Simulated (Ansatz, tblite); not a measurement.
# The cluster C3H2: one state, many levels

One table from this session's results is given with a row withheld; the runs are named, their logs left out.

Program: Ansatz 0.2.0, Gaussian basis. Level of theory: as each input shows. These are calculated values, not measurements.

Levels to be run: GFN1-xTB, GFN2-xTB, PBE-D4/def2-TZVP, r2SCAN-D4/def2-TZVP, BHLYP-D4/def2-TZVP, HF/def2-TZVP, ωB97M-V/def2-TZVP, LDA/def2-TZVP, CAM-B3LYP-D4/def2-TZVP, PBE-D4/def2-SVP, PBE0-D4/def2-SVP, HF/6-31G, B3LYP-D4/6-31G, PBE0-D4/def2-TZVPD, PBE-D4/def2-TZVPD, r2SCAN-D4/def2-TZVPD, CCSD(T)/def2-TZVPP, MP2/def2-TZVP, RPA/def2-TZVP, CCSD(T)/def2-TZVPD.

## The structure

The geometry is that of the singlet, from an earlier relaxation (r2SCAN-D4/def2-TZVP). At that level it is the lowest of the isomers that a small search found.

5 atoms, charge 0, spin multiplicity 1.

Bond lengths: C1–C2 1.321 Å, C1–C3 1.416 Å, C1–H5 1.080 Å, C2–C3 1.416 Å, C2–H4 1.080 Å. Angles: C2–C1–C3 62.2°, C2–C1–H5 150.1°, C3–C1–H5 147.7°, C1–C2–C3 62.2°, C1–C2–H4 150.1°, C3–C2–H4 147.7°, C1–C3–C2 55.6°.

PBE0-D4/def2-TZVP was run before; its log isn't repeated, and its numbers join the tables.

Set-up of the first run:

Tight binding, by tblite at 300 K electronic temperature and without a spin-polarisation term:

```python
tblite.interface.Calculator('GFN1-xTB', numbers, positions, charge=0, uhf=0).singlepoint()
```

Tight binding, by tblite at 300 K electronic temperature and without a spin-polarisation term:

```python
tblite.interface.Calculator('GFN2-xTB', numbers, positions, charge=0, uhf=0).singlepoint()
```

start.molden holds the orbitals of an earlier run on this state, given as this run's starting guess.

in.yaml

```yaml
crystal:
  periodic: [false, false, false]
  atoms:
    - {symbol: C, position_ang: [0.347427, 0.517265, 0.222565]}
    - {symbol: C, position_ang: [-0.403903, -0.487659, -0.191971]}
    - {symbol: C, position_ang: [0.971835, -0.509432, -0.526434]}
    - {symbol: H, position_ang: [-1.365989, -0.974965, -0.253219]}
    - {symbol: H, position_ang: [0.450620, 1.454801, 0.749069]}
basis:
  gaussian: {orbitals: def2-TZVP, initial_orbitals: start.molden}
hamiltonian: {xc: pbe, dispersion: d4}
scf: {omitted_lower_state_checks: [starts]}
output: {orbitals: {seedname: orbitals}}
```

On the command line:

```sh
$ ansatz run in.yaml --threads 4 --pin off --events-out ev --progress --plain --max-ram 3916MiB
```

Steps of the session up to this table: PBE-D4/def2-TZVP; r2SCAN-D4/def2-TZVP; BHLYP-D4/def2-TZVP; HF/def2-TZVP; ωB97M-V/def2-TZVP; LDA/def2-TZVP; CAM-B3LYP-D4/def2-TZVP; PBE-D4/def2-SVP; PBE0-D4/def2-SVP; HF/6-31G; B3LYP-D4/6-31G; PBE0-D4/def2-TZVPD; PBE-D4/def2-TZVPD; r2SCAN-D4/def2-TZVPD; CCSD(T)/def2-TZVPP; MP2/def2-TZVP; RPA/def2-TZVP; CCSD(T)/def2-TZVPD.

One of the session's tables, all rows but one given; the rest of the session is left out.

```
                 level  HOMO (eV)  gap (eV)
              HF/6-31G          ?         ?
          HF/def2-TZVP     -10.10     13.27
         LDA/def2-TZVP      -5.48      3.05
       PBE-D4/def2-SVP      -5.18      3.14
      PBE-D4/def2-TZVP      -5.38      3.24
     PBE-D4/def2-TZVPD      -5.43      3.24
   r2SCAN-D4/def2-TZVP      -5.65      3.89
  r2SCAN-D4/def2-TZVPD      -5.69      3.89
        B3LYP-D4/6-31G      -5.90      5.04
      PBE0-D4/def2-SVP      -6.64      5.78
     PBE0-D4/def2-TZVP      -6.76      5.82
    PBE0-D4/def2-TZVPD      -6.79      5.79
    BHLYP-D4/def2-TZVP      -8.07      8.37
CAM-B3LYP-D4/def2-TZVP      -8.22      8.47
     ωB97M-V/def2-TZVP      -9.13     10.43
```

**Question.** Estimate the row for HF/6-31G.

**Answer.** HOMO (eV): -9.80; gap (eV): 13.49. In the column «HOMO (eV)» it lies between HF/def2-TZVP (-10.10) and ωB97M-V/def2-TZVP (-9.13).
